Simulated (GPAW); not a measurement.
**SiNH4O (SMILES N[SiH]O) at ULDA (PW92)/real-space grid (scalar-relativistic datasets)**

Aim: energy and one-electron properties of SiNH4O. 

The results are computed with GPAW 26.7.0.

3 further runs of the same task are left out: 3 set aside as unsound or not needed. Runs told in other sessions of the task aren't counted.

## 1. The system as given

SiNH4O: 7 atoms, total charge 0, spin state doublet. SMILES: `N[SiH]O`. All atoms were displaced at random from a relaxed shape.

Bond lengths: N1–Si2 1.674 Å, Si2–O3 1.549 Å, N1–H4 1.120 Å, N1–H5 0.954 Å, Si2–H6 1.569 Å, O3–H7 0.952 Å. Angles: N1–Si2–O3 112.5°, N1–Si2–H6 107.1°, O3–Si2–H6 113.6°, Si2–N1–H4 120.4°, Si2–N1–H5 115.9°, Si2–O3–H7 127.6°, H4–N1–H5 120.5°.

## 2. Energy and one-electron properties at ULDA (PW92)/real-space grid (scalar-relativistic datasets)

File sp.py:

```python
import numpy as np
from ase.io.zmatrix import parse_zmatrix
from ase.units import Debye
from gpaw import GPAW

system = parse_zmatrix("""
N
Si 1 1.674461
O 2 1.548838 1 112.54213
H 1 1.119793 2 120.44513 3 -53.65395
H 1 0.954005 4 120.46065 2 158.854
H 2 1.56919 3 113.56727 1 121.87918
H 3 0.952081 2 127.62104 6 82.97848
""")
system.set_cell([13.0, 13.0, 13.0])
system.center()
system.set_initial_magnetic_moments([1.0, 0.0, 0.0, 0.0, 0.0, 0.0, 0.0])

dft = GPAW(mode="fd",
           h=0.18,
           xc="LDA",
           occupations={"name": "fermi-dirac", "width": 0.01, "fixmagmom": True},
           maxiter=60,
           poissonsolver={"name": "fd"},
           symmetry="off",
           legacy_gpaw=True,
           txt="-")
system.calc = dft

energy = system.get_potential_energy()
print(f"Energy: {energy:.5f} eV")
forces = system.get_forces()
print("Forces (eV/Ang)")
for symbol, f in zip(system.symbols, forces):
    print(f'{symbol:2} {f[0]:9.4f} {f[1]:9.4f} {f[2]:9.4f}')
dipole = system.get_dipole_moment() / Debye
print(f"Dipole: {np.linalg.norm(dipole):.3f} D")
print("Moments:", system.get_magnetic_moments().round(3))

nsc = {}
for xc in ["revTPSS", "GGA_X_B88+GGA_C_PW91", "RPBE", "GGA_X_PBEINT+GGA_C_PBEINT", "revPBE", "M06-L", "LDA_X+LDA_C_VWN", "GGA_X_B88+GGA_C_P86"]:
    nsc[xc] = energy + dft.get_xc_difference(xc)
    print(f'{xc:32} {nsc[xc]:12.4f} eV')
dft.write("molecule.gpw")
```

Run with:

```console
$ python sp.py > sp.log
```

Standard output:

```text
[...]
    cutoffs:
[...]
  Total Charge: 0.000000
[...]
Number of atoms: 7
[...]
Number of bands in calculation: 16
Number of valence electrons: 19
[...]
iter:   1 hh:mm:ss   -41.157391                   +1.0016
[...]
iter:  24 hh:mm:ss   -36.561097c  -7.85c -5.50c   +1.0000
Converged after 24 iterations.
Dipole moment: (-0.485613, 0.221225, -0.110735) |e|*Ang
Total magnetic moment: (0.000000, 0.000000, 1.000000)
Local magnetic moments:
   0 N  ( 0.000000,  0.000000,  0.041664)
   1 Si ( 0.000000,  0.000000,  0.243667)
   2 O  ( 0.000000,  0.000000,  0.026137)
   3 H  ( 0.000000,  0.000000, -0.000215)
   4 H  ( 0.000000,  0.000000,  0.000840)
   5 H  ( 0.000000,  0.000000,  0.029431)
   6 H  ( 0.000000,  0.000000,  0.008991)
Energy contributions relative to reference atoms: (reference = -11406.011528)
Kinetic:        +48.935429
Potential:      -49.225318
External:        +0.000000
XC:             -37.158129
Entropy (-ST):   -0.000000
Local:           +0.886922
SIC:             +0.000000
--------------------------
Free energy:    -36.561097
Extrapolated:   -36.561097
Spin contamination: 0.011853 electrons
                   Up                     Down
 Band  Eigenvalues  Occupancy  Eigenvalues  Occupancy
    0    -25.47537    1.00000    -25.40448    1.00000
    1    -21.24249    1.00000    -21.12220    1.00000
    2    -14.63555    1.00000    -14.45155    1.00000
    3    -12.75335    1.00000    -12.68309    1.00000
    4    -11.88839    1.00000    -11.74757    1.00000
    5     -9.54440    1.00000     -9.38608    1.00000
    6     -9.18826    1.00000     -9.04460    1.00000
    7     -8.02242    1.00000     -7.79180    1.00000
    8     -7.17125    1.00000     -6.94777    1.00000
    9     -3.79880    1.00000     -2.57563    0.00000
   10     -0.97200    0.00000     -0.87801    0.00000
   11     -0.61391    0.00000     -0.47603    0.00000
   12      0.12402    0.00000      0.19525    0.00000
   13      0.48724    0.00000      0.62851    0.00000
[...]
Fermi levels: -3.49260, -5.49092
[...]
Forces (eV/Ang)
N    -0.5939    4.2345    3.4533
Si    0.2789   -3.8360   -0.0692
O     1.8286    2.6973    0.5118
H     1.3909   -1.9791   -2.4044
H    -2.1293   -2.4073   -1.3454
H    -0.3929    0.4285    0.4371
H    -0.3928    0.8665   -0.5665
Dipole: 2.618 D
Moments: [ 0.042  0.244  0.026 -0.     0.001  0.029  0.009]
revTPSS                              -91.3535 eV
GGA_X_B88+GGA_C_PW91                 -95.0145 eV
RPBE                                 -94.0958 eV
GGA_X_PBEINT+GGA_C_PBEINT            -62.4069 eV
revPBE                               -92.2647 eV
M06-L                                -93.7140 eV
LDA_X+LDA_C_VWN                      -36.8369 eV
GGA_X_B88+GGA_C_P86                  -96.0680 eV
Writing to molecule.gpw (mode='')
```

Wall time 3.8 min (1 thread of Intel Xeon Platinum 8259CL at 2.50GHz (Skylake/Cascade Lake), shared host); peak memory 1.3 GiB.

## 3. Summary of results

At ULDA (PW92)/real-space grid (scalar-relativistic datasets):

```
                                              quantity        value
energy as printed (from the program's reference atoms)  -36.5611 eV
                                         dipole moment       2.62 D
                    HOMO energy (highest over α and β)     -3.80 eV
                     LUMO energy (lowest over α and β)     -2.58 eV
                              largest force on an atom   5.496 eV/Å
```
